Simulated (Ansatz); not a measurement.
Geometry optimisation, Ansatz 0.2.0, RKS B3LYP-D4/6-31G*.

The input (input.yaml):

```yaml
crystal:
  periodic: [false, false, false]
  atoms:
    - { symbol: Si, position_ang: [-0.145007, 0.177741, 0.167698] }
    - { symbol: O, position_ang: [-0.033301, 0.105114, 1.834472] }
    - { symbol: C, position_ang: [-1.118789, -0.243649, 2.677427] }
    - { symbol: H, position_ang: [-1.740752, -1.040553, 2.242304] }
    - { symbol: H, position_ang: [-0.696852, -0.609109, 3.620116] }
    - { symbol: H, position_ang: [-1.760897, 0.624067, 2.892958] }
    - { symbol: H, position_ang: [1.235577, 0.301962, -0.35864] }
    - { symbol: H, position_ang: [-0.940257, 1.36251, -0.276477] }
    - { symbol: H, position_ang: [-0.810827, -1.03922, -0.38106] }
    - { symbol: H, position_ang: [1.175892, -2.057453, 0.788512] }
    - { symbol: H, position_ang: [1.160213, -1.713409, 1.409091] }
basis:
  gaussian: { orbitals: "6-31G*" }
hamiltonian:
  xc: b3lyp
  dispersion: d4
relax:
  f_tol: 0.03
  max_steps: 50
```

Command:

```bash
$ ansatz run input.yaml --threads 1 --pin off --max-ram 2048MiB --backend cpu --events-out ev --progress --plain --runs-dir out
```

Where does it end, and by what steps?

The run converged. The force dipped under the threshold on the way, but the program's further checks kept it going. After 19 steps the energy has fallen by 0.212 eV; H10 moved furthest, 1.52 Å.

| step | energy less start (eV) | largest force component (eV/Å) | accepted |
| --- | --- | --- | --- |
| 0 | 0.0000 | 1.120 | yes |
| 1 | -0.1091 | 0.202 | yes |
| 2 | -0.1537 | 0.195 | yes |
| 3 | -0.1800 | 0.123 | yes |
| 4 | -0.1887 | 0.228 | yes |
| 5 | -0.2011 | 0.055 | yes |
| 6 | -0.2038 | 0.023 | yes |
| 7 | -0.1871 | 0.896 | no |
| 8 | -0.2055 | 0.029 | yes |
| 9 | -0.2061 | 0.175 | yes |
| 10 | -0.2070 | 0.083 | yes |
| 11 | -0.2081 | 0.030 | yes |
| 12 | -0.2087 | 0.180 | yes |
| 13 | -0.2095 | 0.064 | yes |
| 14 | -0.2100 | 0.035 | yes |
| 15 | -0.2108 | 0.049 | yes |
| 16 | -0.2110 | 0.110 | yes |
| 17 | -0.2116 | 0.042 | yes |
| 18 | -0.2119 | 0.024 | yes |
| 19 | -0.2122 | 0.010 | yes |

```xyz
11
Properties=species:S:1:pos:R:3
Si -0.422 0.488 -0.004
O -0.043 -0.153 1.481
C -1.038 -0.371 2.472
H -1.819 -1.058 2.117
H -0.553 -0.818 3.344
H -1.512 0.572 2.779
H 0.848 0.574 -0.761
H -1.026 1.846 0.132
H -1.397 -0.372 -0.736
H 1.826 -2.734 1.981
H 1.462 -2.107 1.811
```

Time of the run: 27 s on 1 thread of Intel(R) Xeon(R) 6975P-C (Granite Rapids), on a shared host, peak memory 0.15 GiB.
